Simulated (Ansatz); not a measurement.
Cartesian coordinates in Å:
```
C -1.441 1.136 1.284
C -0.563 0.442 0.504
C 0.224 -0.182 -0.195
C 1.154 -0.911 -1.027
H -2.328 1.587 0.858
H -1.269 1.250 2.348
H 0.632 -1.625 -1.670
H 1.714 -0.232 -1.678
H 1.876 -1.465 -0.422
```

The species carries charge 0 and has multiplicity 2.

Q: List the PBE/def2-TZVPP orbital energies in eV (Ansatz 0.2.0). (Best estimate.)

A: Ansatz gave: α occupied: -269.56, -269.34, -269.19, -268.87, -19.71, -18.48, -16.44, -12.06, -11.04, -10.85, -10.71, -10.49, -7.80, -6.24, -4.56. α empty: 0.16, 0.61, 1.25, 1.39, 2.50, 2.87, 3.22, 3.31. β occupied: -269.57, -269.09, -269.02, -268.92, -19.47, -18.25, -16.07, -11.88, -10.90, -10.75, -10.54, -10.40, -7.21, -6.16. β empty: -3.12, 0.21, 0.67, 1.56, 1.63, 2.54, 3.07, 3.31. ⟨S²⟩ = 0.760.
